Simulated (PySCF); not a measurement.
C2H6, SMILES CC.

Geometry: r2SCAN-D4/def2-TZVP.

The numbers are results of TDDFT-PBE0/def2-TZVPD in PySCF 2.14.0, not measurements.

Vertical excitations; the highest root listed may be one member of a degenerate set.  State labels are in the subgroup C2h.

**Question.** Give excitation energies, oscillator strengths and character. (Estimate from the structure and the level; the computed values follow.)

**Answer.** 
| state | symmetry | energy (eV) | λ (nm) | f | main pairs |
|---|---|---|---|---|---|
| S1 | Ag | 8.80 | 141 | 0.000 | HOMO→LUMO (degenerate set) |
| S2 | Bg | 8.80 | 141 | 0.000 | HOMO−1→LUMO (degenerate set) |
| S3 | Bu | 9.59 | 129 | 0.088 | HOMO→LUMO+1 (degenerate set) |
| S4 | Au | 9.59 | 129 | 0.088 | HOMO−1→LUMO+1 (degenerate set) |
| S5 | Ag | 9.65 | 128 | 0.000 | HOMO−2→LUMO 99 % |
| S6 | Bu | 10.37 | 120 | 0.220 | HOMO−2→LUMO+1 100 % |
| S7 | Bu | 10.45 | 119 | 0.047 | HOMO→LUMO+2, HOMO−1→LUMO+3 (degenerate set) |
| S8 | Au | 10.45 | 119 | 0.047 | HOMO−1→LUMO+2, HOMO→LUMO+3 (degenerate set) |
| S9 | Au | 10.48 | 118 | 0.000 | HOMO→LUMO+3 50 %, HOMO−1→LUMO+2 49 % |
| S10 | Bu | 10.67 | 116 | 0.190 | HOMO−1→LUMO+3 50 %, HOMO→LUMO+2 50 % |
| T1 | Ag | 8.53 | 145 | 0 | HOMO→LUMO (degenerate set) |
| T2 | Bg | 8.53 | 145 | 0 | HOMO−1→LUMO (degenerate set) |
| T3 | Bu | 9.29 | 133 | 0 | HOMO→LUMO+1 (degenerate set) |
| T4 | Au | 9.29 | 133 | 0 | HOMO−1→LUMO+1 (degenerate set) |
Triplets are in the Tamm–Dancoff approximation, which puts them higher than full response would, so one can lie above its singlet here.
